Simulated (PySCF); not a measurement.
Name the molecule from its bond curve

A diatomic of charge -1 contains C. Its triplet curve at PBE0 in a double-zeta basis (no relativity, PySCF), in eV from the separated fragments:

```
R (Å)  E (eV)
0.990  -3.063
1.036  -3.297
1.082  -3.431
1.117  -3.481
1.151  -3.495
1.185  -3.481
1.232  -3.429
1.289  -3.323
1.358  -3.157
1.450  -2.901
```

The fit gives ωe = 2629 cm⁻¹ and the rotational constant Bₑ = 13.71 cm⁻¹.

**Question.** Which atom is the partner?

**Answer.** The minimum lies at 1.150 Å, so the reduced mass is 16.8576 u Å² cm⁻¹/(Bₑ·Re²) = 0.9297 u. With C at 12.00 u the partner weighs about 1.0 u: H. The molecule is CH⁻.

The highest Kohn–Sham level is positive in this anion. Much of that is self-interaction error, but it also means that the finite basis helps to hold the extra electron. The state was picked by a PBE0 search and need not be the measured ground state.
